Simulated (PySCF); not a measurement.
# Functional benchmark on one molecule

Molecule: `Fc1ccccc1`, C₆H₅F.

Bonds (- single, = double, # triple, : aromatic): F1-C2 1.333 Å, C2:C3 1.390 Å, C3:C4 1.394 Å, C4:C5 1.395 Å, C5:C6 1.395 Å, C6:C7 1.394 Å, C7:C2 1.390 Å. C3 carries H8; C4 carries H9; C5 carries H10; C6 carries H11; C7 carries H12.

Geometry PBE0-D3(BJ)/def2-SVP throughout; GIAO in PySCF 2.14, gas phase, one conformer, non-relativistic; equivalent atoms averaged; basis pcSseg-1.

Reference values (measured; solution, diethyl ether, 325 K; Shapiro, Mohrmann, J. Phys. Chem. Ref. Data 1977, 6, 919): δ(H8/H12) = 7.01 ppm, δ(H9/H11) = 7.29 ppm, δ(H10) = 7.04 ppm. Computed shifts are taken against TMS, calculated as an isolated molecule at each level.

How do the functionals BLYP, KT3, B97-D, PBE0, mPW1PW91, WP04, B97-2, BHandHLYP perform against the reference? Times are CPU seconds on 1 thread of an Arm Neoverse V1, shared host; the GGAs took longer than the global hybrids here, which isn't the general rule, and the cause wasn't traced.

Results:


| functional | kind | H8/H12 | H9/H11 | H10 | mean abs. error H | core-s |
| --- | --- | --- | --- | --- | --- | --- |
| BLYP | GGA | 6.87 | 7.19 | 6.97 | 0.10 | 19 |
| KT3 | GGA | 6.82 | 7.13 | 6.89 | 0.17 | 20 |
| B97-D | GGA | 6.89 | 7.22 | 6.98 | 0.08 | 19 |
| PBE0 | global hybrid | 7.15 | 7.46 | 7.22 | 0.16 | 12 |
| mPW1PW91 | global hybrid | 7.14 | 7.44 | 7.21 | 0.15 | 11 |
| WP04 | global hybrid | 6.89 | 7.13 | 6.95 | 0.12 | 11 |
| B97-2 | global hybrid | 7.08 | 7.38 | 7.15 | 0.09 | 11 |
| BHandHLYP | global hybrid | 7.19 | 7.45 | 7.21 | 0.17 | 10 |

For 1H the closest is B97-D (0.08 ppm, with B97-2, BLYP practically level) and the furthest BHandHLYP (0.17 ppm). One molecule is a small sample, and vibrational and solvent effects are absent from the calculation.
